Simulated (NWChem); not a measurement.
System: N2H cation; SMILES N#[NH+]

NWChem input:

```
start job
memory heap 200 mb stack 900 mb global 1100 mb
charge 1
geometry units angstroms noautosym nocenter noautoz
  N      0.000000     0.000000     0.657803
  N      0.000000     0.000000    -0.435023
  H      0.000000     0.000000    -1.479400
end
basis spherical
  * library def2-tzvp
end
dft
  xc xcamb88 1.00 lyp 0.81 vwn_5 0.19 hfexch 1.00
  cam 0.33 cam_alpha 0.19 cam_beta 0.46
  iterations 150
end
property
  efieldgrad
end
task dft property
```

Parts of the log:

```
             Northwest Computational Chemistry Package (NWChem) 7.3.0
             --------------------------------------------------------

                             Geometry "geometry" -> ""
                             -------------------------

 Output coordinates in angstroms (scale by  1.889725989 to convert to a.u.)

  No.       Tag          Charge          X              Y              Z
 ---- ---------------- ---------- -------------- -------------- --------------
    1 N                    7.0000     0.00000000     0.00000000     0.65780300
    2 N                    7.0000     0.00000000     0.00000000    -0.43502300
    3 H                    1.0000     0.00000000     0.00000000    -1.47940000

 Effective nuclear repulsion energy (a.u.)      29.0072469459

                              NWChem Property Module
                              ----------------------

  itol2e modified to match energy
  convergence criterion.

                                 NWChem DFT Module
                                 -----------------

 Summary of "ao basis" -> "ao basis" (spherical)
 ------------------------------------------------------------------------------
       Tag                 Description            Shells   Functions and Types
 ---------------- ------------------------------  ------  ---------------------
 N                         def2-tzvp                11       31   5s3p2d1f
 H                         def2-tzvp                 4        6   3s1p

  itol2e modified to match energy
  convergence criterion.

            General Information
            -------------------
          SCF calculation type: DFT
          Wavefunction type:  closed shell.
          No. of atoms     :     3
          No. of electrons :    14
           Alpha electrons :     7
            Beta electrons :     7
          Charge           :     1
          Spin multiplicity:     1
          Use of symmetry is: off; symmetry adaption is: off
          Maximum number of iterations: 150
          AO basis - number of functions:    68
                     number of shells:    26
          Convergence on energy requested:  1.00D-07
          Convergence on density requested:  1.00D-05
          Convergence on gradient requested:  5.00D-04

              XC Information
              --------------
                     Hartree-Fock (Exact) Exchange  1.000
                   CAM-Becke88 Exchange Functional  1.000
                      VWN V Correlation Functional  0.190 local
              Lee-Yang-Parr Correlation Functional  0.810

           Range-Separation Parameters
           ---------------------------
           Alpha           :  0.19
           Beta            :  0.46
           Gamma           :  0.33
           Short-Range HF  :     F

             Grid Information
             ----------------
          Grid used for XC integration:  fine
          Radial quadrature: Mura-Knowles
          Angular quadrature: Lebedev.
          Tag              B.-S. Rad. Rad. Pts. Rad. Cut. Ang. Pts.
          ---              ---------- --------- --------- ---------
          N                   0.65       70           8.0       590
          H                   0.35       60           8.0       590
          Grid pruning is: on
          Number of quadrature shells:   200
          Spatial weights used:  Erf1

      Superposition of Atomic Density Guess
      -------------------------------------

 Sum of atomic energies:        -109.12291283

 Renormalizing density from      15.00 to     14

      Non-variational initial energy
      ------------------------------

 Total energy =    -104.755525
 1-e energy   =    -191.199751
 2-e energy   =      57.436979
 HOMO         =      -1.045741
 LUMO         =      -0.524217

   convergence    iter        energy       DeltaE   RMS-Dens  Diis-err
 ---------------- ----- ----------------- --------- --------- ---------
 d= 0,ls=0.0,diis     1   -109.6770223246 -1.39D+02  7.83D-03  6.41D-01
 d= 0,ls=0.0,diis     2   -109.7000732010 -2.31D-02  3.48D-03  2.13D-01
 d= 0,ls=0.0,diis     3   -109.7096669734 -9.59D-03  1.57D-03  1.28D-01
 d= 0,ls=0.0,diis     4   -109.7207336393 -1.11D-02  3.06D-04  3.38D-03
 d= 0,ls=0.0,diis     5   -109.7210224045 -2.89D-04  4.07D-05  5.32D-06
  Resetting Diis
 d= 0,ls=0.0,diis     6   -109.7210234454 -1.04D-06  7.13D-06  7.13D-07
 d= 0,ls=0.0,diis     7   -109.7210235183 -7.29D-08  2.06D-06  1.45D-08

         Total DFT energy =     -109.721023518271
      One electron energy =     -200.156711987161
           Coulomb energy =       75.140662181314
    Exchange-Corr. energy =      -13.712220658304
 Nuclear repulsion energy =       29.007246945880

 Numeric. integr. density =       13.999999914655

                       DFT Final Molecular Orbital Analysis
                       ------------------------------------

 Vector    5  Occ=2.000000D+00  E=-8.980627D-01
              MO Center= -9.4D-12, -3.0D-12,  1.9D-02, r^2= 8.3D-01
   Bfn.  Coefficient  Atom+Function         Bfn.  Coefficient  Atom+Function
  ----- ------------  ---------------      ----- ------------  ---------------
    37      0.257834  2 N  px                38     -0.257949  2 N  py
     6      0.220872  1 N  px                 7     -0.220971  1 N  py
    40      0.211984  2 N  px                41     -0.212079  2 N  py
     9      0.175736  1 N  px                10     -0.175815  1 N  py
    43      0.084195  2 N  px                44     -0.084233  2 N  py

 Vector    6  Occ=2.000000D+00  E=-8.980627D-01
              MO Center=  3.9D-10,  3.9D-10,  1.9D-02, r^2= 8.3D-01
   Bfn.  Coefficient  Atom+Function         Bfn.  Coefficient  Atom+Function
  ----- ------------  ---------------      ----- ------------  ---------------
    37      0.257949  2 N  px                38      0.257834  2 N  py
     6      0.220971  1 N  px                 7      0.220872  1 N  py
    40      0.212079  2 N  px                41      0.211984  2 N  py
     9      0.175815  1 N  px                10      0.175736  1 N  py
    43      0.084233  2 N  px                44      0.084195  2 N  py

 Vector    7  Occ=2.000000D+00  E=-8.790941D-01
              MO Center= -3.3D-10, -3.3D-10,  8.4D-01, r^2= 7.1D-01
   Bfn.  Coefficient  Atom+Function         Bfn.  Coefficient  Atom+Function
  ----- ------------  ---------------      ----- ------------  ---------------
     4      0.420631  1 N  s                  8      0.367779  1 N  pz
     5      0.291756  1 N  s                  3      0.249368  1 N  s
    11      0.228665  1 N  pz                39     -0.187127  2 N  pz
     2     -0.156947  1 N  s                 42     -0.132562  2 N  pz
    35     -0.120717  2 N  s                 34     -0.101634  2 N  s

 Vector    8  Occ=0.000000D+00  E=-3.248446D-01
              MO Center= -9.7D-12, -1.3D-11,  1.4D-01, r^2= 1.3D+00
   Bfn.  Coefficient  Atom+Function         Bfn.  Coefficient  Atom+Function
  ----- ------------  ---------------      ----- ------------  ---------------
    43     -0.296340  2 N  px                44      0.297280  2 N  py
    12      0.293348  1 N  px                13     -0.294278  1 N  py
     6      0.283926  1 N  px                 7     -0.284826  1 N  py
     9      0.246911  1 N  px                10     -0.247694  1 N  py
    37     -0.238476  2 N  px                38      0.239232  2 N  py

 Vector    9  Occ=0.000000D+00  E=-3.248446D-01
              MO Center= -6.2D-11, -6.2D-11,  1.4D-01, r^2= 1.3D+00
   Bfn.  Coefficient  Atom+Function         Bfn.  Coefficient  Atom+Function
  ----- ------------  ---------------      ----- ------------  ---------------
    43     -0.297280  2 N  px                44     -0.296340  2 N  py
    12      0.294278  1 N  px                13      0.293348  1 N  py
     6      0.284826  1 N  px                 7      0.283926  1 N  py
     9      0.247694  1 N  px                10      0.246911  1 N  py
    37     -0.239232  2 N  px                38     -0.238476  2 N  py

 Vector   10  Occ=0.000000D+00  E=-2.145160D-01
              MO Center=  3.5D-11, -2.6D-11, -1.7D+00, r^2= 1.8D+00
   Bfn.  Coefficient  Atom+Function         Bfn.  Coefficient  Atom+Function
  ----- ------------  ---------------      ----- ------------  ---------------
    65      1.401764  3 H  s                 36     -0.963808  2 N  s
    64      0.484383  3 H  s                 45      0.441793  2 N  pz
    35     -0.359593  2 N  s                  5     -0.241101  1 N  s
     4      0.209737  1 N  s                 34     -0.186383  2 N  s
    39      0.174082  2 N  pz                63      0.146572  3 H  s

     Multipole analysis of the density
     ---------------------------------

     L   x y z        total         alpha         beta         nuclear
     -   - - -        -----         -----         ----         -------
     0   0 0 0      1.000000     -7.000000     -7.000000     15.000000

     1   1 0 0     -0.000000     -0.000000     -0.000000      0.000000
     1   0 1 0     -0.000000     -0.000000     -0.000000      0.000000
     1   0 0 1     -1.233067     -0.692179     -0.692179      0.151291

     2   2 0 0     -6.794102     -3.397051     -3.397051      0.000000
     2   1 1 0      0.000000      0.000000      0.000000      0.000000
     2   1 0 1     -0.000000     -0.000000     -0.000000      0.000000
     2   0 2 0     -6.794102     -3.397051     -3.397051      0.000000
     2   0 1 1     -0.000000     -0.000000     -0.000000      0.000000
     2   0 0 2     -2.549446    -12.956162    -12.956162     23.362877

          -----------------------
          Electric field gradient
          -----------------------

 1 a.u. = 0.324123 10**(16) esu/cm**3  ( or statvolts/cm**2 ) = 0.97174 10**(22) v/m**2

 ------------------------------------------------------------
   Atom      X         Y         Z
 ------------------------------------------------------------
    1 N    0.00000   0.00000   1.24307
 ------------------------------------------------------------

 Electric field gradient in molecular frame (a.u.)
         XX             YY             ZZ             XY             XZ             YZ
 ------------------------------------------------------------------------------------------
       -0.669182      -0.669182       1.338364      -0.000000       0.000000       0.000000

 Principal components (a.u.) and orientation
 of principal axis w.r.t. absolute frame                      Asymmetry parameter eta
 --------------------------------------------------------------------------------------
        1.338364      -0.669182      -0.669182                       0.000000

        0.000000       0.704476       0.709728
        0.000000       0.709728      -0.704476
        1.000000      -0.000000      -0.000000

 ------------------------------------------------------------
   Atom      X         Y         Z
 ------------------------------------------------------------
    2 N    0.00000   0.00000  -0.82207
 ------------------------------------------------------------

 Electric field gradient in molecular frame (a.u.)
         XX             YY             ZZ             XY             XZ             YZ
 ------------------------------------------------------------------------------------------
       -0.167037      -0.167037       0.334075       0.000000       0.000000       0.000000

 Principal components (a.u.) and orientation
 of principal axis w.r.t. absolute frame                      Asymmetry parameter eta
 --------------------------------------------------------------------------------------
        0.334075      -0.167037      -0.167037                       0.000000

        0.000000       0.709750       0.704454
        0.000000      -0.704454       0.709750
        1.000000       0.000000      -0.000000

 ------------------------------------------------------------
   Atom      X         Y         Z
 ------------------------------------------------------------
    3 H    0.00000   0.00000  -2.79566
 ------------------------------------------------------------

 Electric field gradient in molecular frame (a.u.)
         XX             YY             ZZ             XY             XZ             YZ
 ------------------------------------------------------------------------------------------
        0.145776       0.145776      -0.291552       0.000000      -0.000000      -0.000000

 Principal components (a.u.) and orientation
 of principal axis w.r.t. absolute frame                      Asymmetry parameter eta
 --------------------------------------------------------------------------------------
       -0.291552       0.145776       0.145776                       0.000000

       -0.000000       0.000000       1.000000
       -0.000000       1.000000       0.000000
        1.000000      -0.000000      -0.000000
```

Level: CAM-B3LYP/def2-TZVP. Coordinates come from a PBE0/def2-SVP optimisation. NWChem prints the field gradient with the sign opposite to the second derivative of the potential.
